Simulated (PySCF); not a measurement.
# Cluster of ammonium and hydrogen fluoride (FH5N(+))

The system is a cluster of ammonium and hydrogen fluoride, charge +1, singlet.

```tsv
part	name	SMILES	atoms	charge	multiplicity
1	ammonium	[NH4+]	1–5	+1	1
2	hydrogen fluoride	F	6–7	0	1
```

Z-matrix (Å and degrees, atoms numbered from 1):
```
N 
H   1 1.0215
H   1 1.0219  2 109.32
H   1 1.0218  2 109.35  3 119.54
H   1 1.0355  2 110.10  3 -120.13
F   5 1.7314  3 135.76  1 -166.16
H   6 0.9284  5 146.00  3 -141.45
```

In these coordinates H5···F6 is 1.731 Å. Part 2 is then moved rigidly along that line, all else held; at short range other atoms may come into contact.

The starting structure comes from a short search with a few starts; no frequency run checks that it is a minimum, and another way of binding may lie lower.

Level of theory: CCSD(T)/aug-cc-pVDZ and MP2/aug-cc-pVTZ, aug-cc-pVQZ counterpoise interaction energy, frozen core, gas phase, in PySCF 2.14.0. The geometry comes from PBE0-D3(BJ)/def2-TZVPD.

Counterpoise energies in kcal/mol, cluster less the parts frozen as they stand in it; small is aug-cc-pVDZ, large aug-cc-pVQZ. Estimated limit: HF in aug-cc-pVQZ, MP2 correlation extrapolated as X⁻³ from aug-cc-pVTZ and aug-cc-pVQZ, and CCSD(T) less MP2 in aug-cc-pVDZ; it isn't the exact limit.

How do the values run over the points 1.558, 1.644, 1.731, 1.818, 1.904, 2.164, 2.597, 3.462?


```json
{"H5···F6 (Å)": "1.558", "HF large": "-9.60", "MP2 large": "-11.19", "SCS-MP2 large": "-10.44", "CCSD(T) small": "-9.85", "CCSD(T) limit est.": "-11.22"}
{"H5···F6 (Å)": "1.644", "HF large": "-10.75", "MP2 large": "-12.01", "SCS-MP2 large": "-11.39", "CCSD(T) small": "-10.97", "CCSD(T) limit est.": "-12.05"}
{"H5···F6 (Å)": "1.731", "HF large": "-11.32", "MP2 large": "-12.29", "SCS-MP2 large": "-11.78", "CCSD(T) small": "-11.47", "CCSD(T) limit est.": "-12.34"}
{"H5···F6 (Å)": "1.818", "HF large": "-11.49", "MP2 large": "-12.22", "SCS-MP2 large": "-11.80", "CCSD(T) small": "-11.58", "CCSD(T) limit est.": "-12.27"}
{"H5···F6 (Å)": "1.904", "HF large": "-11.40", "MP2 large": "-11.93", "SCS-MP2 large": "-11.58", "CCSD(T) small": "-11.42", "CCSD(T) limit est.": "-11.98"}
{"H5···F6 (Å)": "2.164", "HF large": "-10.35", "MP2 large": "-10.48", "SCS-MP2 large": "-10.27", "CCSD(T) small": "-10.21", "CCSD(T) limit est.": "-10.51"}
{"H5···F6 (Å)": "2.597", "HF large": "-8.17", "MP2 large": "-8.00", "SCS-MP2 large": "-7.91", "CCSD(T) small": "-7.86", "CCSD(T) limit est.": "-8.00"}
{"H5···F6 (Å)": "3.462", "HF large": "-5.21", "MP2 large": "-4.96", "SCS-MP2 large": "-4.93", "CCSD(T) small": "-4.87", "CCSD(T) limit est.": "-4.94"}
```

The 8 runs took 11 min in all, one thread each of Arm Neoverse N1 on a shared host, launched as `OMP_NUM_THREADS=1 python cluster_run.py task.json out`.
